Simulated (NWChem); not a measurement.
System: acetonitrile (C2H3N); SMILES CC#N

Program: NWChem. Structure relaxed at the PBE0/def2-SVP level. Level: PBE/def2-SVP with COSMO at NWChem's default radii, gas-phase geometry; the question gives the dielectric constant.

Task: What does the run give for dielectric constant 46.7? Quantities: electrostatic solvation energy (kcal/mol); dipole in solution (D).

Result: 
```json
{
 "electrostatic solvation energy (kcal/mol)": "-6.2",
 "dipole in solution (D)": "4.74"
}
```
